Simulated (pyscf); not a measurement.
Thermochemistry of product channels of :HSi–SiH₃ [singlet] + SiH₄ on the singlet surface, in eV, from ωB97M-D3(BJ)/def2-TZVP energies (ideal gas, 1 atm, RRHO with modes under 100 cm⁻¹ raised to 100, one conformer, R ln 2 for rigid chiral ones). Structures and frequencies: ωB97X-D3(BJ)/def2-SVP in PySCF.

| products | ΔE | ΔH(298 K) | ΔG(600 K) | ΔG(1200 K) |
|---|---|---|---|---|
| H₃Si–SiH₂–SiH₃ | -2.35 | -2.25 | -1.37 | -0.55 |
| H₂Si=SiH–SiH₃ + H₂ | ___ | -0.14 | -0.03 | -0.02 |

Q: Fill in the missing entries.

A: 
- H₂Si=SiH–SiH₃ + H₂, ΔE: -0.11

These are energies of the channels, which say nothing of barriers. H₂Si=SiH–SiH₃ lies 0.47 eV over its isomer cyclic H₆Si₃ (SMILES [SiH2]1[SiH2][SiH2]1), and others may lie lower still (electronic energy, ωB97M-D3(BJ)).
